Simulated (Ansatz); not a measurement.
Scan of [GeH3···H···H], doublet

Starting geometry:

```xyz
6

Ge   -0.0381    0.0000    0.0000
H    -0.5496    1.4466    0.0000
H    -0.5496   -0.7233    1.2528
H    -0.5496   -0.7233   -1.2528
H     1.4962    0.0000    0.0000
H     2.8999    0.0000    0.0000
```

From there H5 is moved from one fragment to the other while all else, the fragments' distance too, stays fixed, so the hump isn't the reaction's barrier; atoms are numbered as listed. Energies are in kcal/mol, counted from the starting geometry at the same level.

Basis cc-pVDZ; Ansatz 0.2.0. Correlated methods freeze the noble-gas cores and the filled d shells of p-block atoms. Prefix R: restricted or restricted open-shell reference; prefix U: unrestricted. Active spaces: valence = (9e, 9o) chosen from the atoms' valence shells. No spin–orbit coupling is included, and no scalar relativity.

Runs in a small pair space aren't shown, since their orbitals change along the scan.

Full CI isn't at hand for all of this; UCCSDT(Q) serves as the reference, and is uncertain by about the last step of the cluster series. The frozen core follows each run's orbitals, which can shift R against U totals by a few meV for light atoms and by up to 0.1 eV past Ca.

| distance Ge1-H5 (Å) | UCCSDT(Q) | error RHF | error RMP2 | error UCCSD(T) | error RCCSDT | error CASSCF (valence space) | error MRCISD+Q (valence space) |
| --- | --- | --- | --- | --- | --- | --- | --- |
| 1.427 | 3.4 | -1.8 | -0.7 | 0.0 | 0.0 | -0.5 | -0.1 |
| 1.534 | 0.0 | 0.0 | 0.0 | 0.0 | 0.0 | 0.0 | 0.0 |
| 1.628 | -0.1 | 2.4 | 0.9 | 0.0 | 0.0 | 0.5 | 0.0 |
| 1.723 | 0.4 | 5.9 | 2.1 | 0.1 | 0.0 | 1.1 | 0.0 |
| 1.817 | -0.4 | 9.7 | 2.6 | 0.1 | 0.0 | 1.6 | 0.0 |
| 1.911 | -3.4 | 10.7 | 2.6 | 0.1 | 0.1 | 1.9 | 0.0 |
| 2.005 | -8.2 | 8.7 | 2.5 | 0.1 | 0.1 | 2.0 | -0.1 |
| 2.099 | -12.9 | 6.5 | 1.9 | 0.0 | 0.1 | 2.0 | -0.1 |
| 2.193 | -14.6 | 4.6 | 1.4 | 0.0 | 0.1 | 2.0 | -0.1 |

Errors are those of relative energies. In total energy the starting point itself misses UCCSDT(Q) by: RHF 96.0, RMP2 21.9, UCCSD(T) 0.4, RCCSDT 0.1, CASSCF (valence space) 58.7, MRCISD+Q (valence space) 0.3 kcal/mol.

Spread of the error over the points with a reference, to 2.193 Å (largest less smallest): RCCSDT 0.1, MRCISD+Q (valence space) 0.1, UCCSD(T) 0.1, CASSCF (valence space) 2.5, RMP2 3.3, RHF 12.5 kcal/mol.
